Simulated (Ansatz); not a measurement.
# O3, singlet: energies of several shapes or isomers

Program: Ansatz, Gaussian basis, development build. Basis cc-pVDZ, nonrelativistic, 3 orbitals frozen in the corrections; active space CAS(12,9). Restricted Hartree–Fock, then the lowest state-specific CASSCF solution met for each case. On stretched bonds single-reference methods can fail or change state. Solutions in different active orbitals can move differences by tenths of an eV and at times more than 1 eV.

Case A:

```xyz
3

O     0.0000    0.0000   -0.4540
O     0.0000    1.1456    0.2270
O     0.0000   -1.1456    0.2270
```

Case B:

```xyz
3

O     0.0000    0.0000   -0.3867
O     0.0000    0.9759    0.1934
O     0.0000   -0.9759    0.1934
```

Case C:

```xyz
3

O     0.0000    0.0000   -0.4204
O     0.0000    1.0607    0.2102
O     0.0000   -1.0607    0.2102
```

Energy less that of case A, in eV:

```tsv
case	RHF/ROHF	CASSCF
B	-0.770	+1.448
C	-1.061	+0.067
```

**Question.** What does SC-NEVPT2 give for these differences?

**Answer.** B: +1.527 eV (35.2 kcal/mol); C: +0.078 eV (1.8 kcal/mol).

**Question.** Which case is lowest, and do the methods agree?

**Answer.** A is lowest in SC-NEVPT2. RHF/ROHF puts C lowest.
